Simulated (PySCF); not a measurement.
Calculation: B3LYP-D3(BJ)/def2-TZVP // B3LYP-D3(BJ)/def2-SVP (PySCF). All species are isolated molecules in the gas phase. B3LYP has the VWN-RPA correlation part, as in Gaussian. Delta-SCF ions had no search for a lower state. 

Reference species (SMILES): `N` (neutral, multiplicity 1).

| Item | Value |
|---|---|
| HOMO | -7.45 eV |
| vertical ionisation energy (Delta-SCF) | 11.03 eV |
| dipole moment | 1.78 D |
| HOMO–LUMO gap | 8.03 eV |

After one change: the HOMO falls by 1.74 eV; the vertical ionisation energy (Delta-SCF) rises by 1.17 eV; the dipole moment rises by 2.23 D; the HOMO–LUMO gap rises by 1.60 eV.

**Question.** Name the change that produced these shifts. The new species is one of these.
A. `CO`
B. `O`
C. `CC#N`
D. `COC`

**Answer.** C, `CC#N`
